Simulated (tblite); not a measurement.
Compound: C4H7S2 (doublet state).
Cartesian coordinates in Å at the GFN2-xTB level; atoms count from 1:
```xyz
13
C4H7S2 angstrom
C     -2.7194    0.5559   -0.1669
C     -1.5099   -0.0199    0.0073
S     -1.1879   -1.0670    1.3162
S     -0.2650    0.3613   -1.1988
C      1.1924   -0.5519   -0.5956
C      1.9266    0.1997    0.4979
H     -2.9016    1.2268   -0.9881
H     -3.5259    0.3587    0.5169
H      0.8345   -1.5204   -0.2425
H      1.8185   -0.6881   -1.4768
H      1.2842    0.3351    1.3653
H      2.2457    1.1768    0.1429
H      2.8035   -0.3666    0.8045
```

Calculated harmonic vibrations of the isolated species, GFN2-xTB (tblite), most abundant isotopes, no scaling. The method is semi-empirical: single wavenumbers can be off by several per cent or more. One conformer, not necessarily the lowest. Open shells enter through the occupations alone, without spin polarisation, and single modes of such species can be off by tens of per cent.

Harmonic wavenumbers (cm⁻¹): 52.4, 94.2, 174.1, 236.4, 278.4, 317.3, 356.8, 400.7, 537.5, 570.6, 683.5, 763.2, 786.6, 814.4, 1012.8, 1023.3, 1051.8, 1079.0, 1221.4, 1250.7, 1335.5, 1400.3, 1419.0, 1475.8, 1483.7, 1487.3, 2965.6, 3001.2, 3032.1, 3040.1, 3043.8, 3107.1, 3147.7.

A = 3183, B = 1912, C = 1317 MHz; mass 118.999 u (most abundant isotopes); point group C1, symmetry number 1; spin multiplicity 2.

Zero-point energy?

Half the sum of the wavenumbers: 21322 cm⁻¹ = 60.96 kcal/mol.

Entropy at 298.15 K, 1 bar (ideal gas, RRHO, classical rotation)?

Translation 40.26, rotation 28.09, vibration 20.02, spin (R ln 2) 1.38: S = 89.7 cal/(mol K).

And Cp and H(298.15 K) − H(0)?

Cp = 29.34 cal/(mol K), of which vibrations give 21.39 (their classical limit is 33 R = 65.6); H(298.15 K) − H(0) = 5.59 kcal/mol without the zero-point energy, 3.22 from vibrations.

Blend soft modes into free rotors: weight 1/[1 + (100 cm⁻¹/ν̃)⁴] for the oscillator and the rest for a rotor with moment μB/(μ + B), μ = h/(8π²ν), B = 10⁻⁴⁴ kg m². What vibrational entropy results?

18.52 cal/(mol K) in place of 20.02, which changes −T·S at 298.15 K by +0.45 kcal/mol.

How do the functions run with temperature in this model?

```tsv
T (K)	S (cal/(mol K))	Cp (cal/(mol K))	H − H(0) (kcal/mol)	G − H(0) (kcal/mol)	ln q(vib)
50	57.5	11.2	0.46	-2.41	0.33
100	66.5	15.3	1.12	-5.53	1.09
373.15	96.8	34.0	7.97	-28.17	6.00
500	107.8	40.8	12.73	-41.16	8.27
750	126.2	50.1	24.17	-70.49	12.52
1000	141.5	56.2	37.50	-104.01	16.41
```

q(vib) and H(0) count from the zero-point level.

What must be added to the electronic energy to get the Gibbs energy at 298.15 K and 1 bar?

ZPE + [H(298.15 K) − H(0)] − T·S = 60.96 + 5.59 − 26.76 = 39.79 kcal/mol.

Hindered rotation and anharmonicity are outside this model. Other conformers, if any are populated, would add a mixing term that is left out. The structure is chiral; the term R ln 2 for an equal mix with its mirror image is left out.

Hardware: one thread of an Arm Neoverse V2 (shared host). Cost: 0.35 s wall. This covers the Hessian and the dipole derivatives.
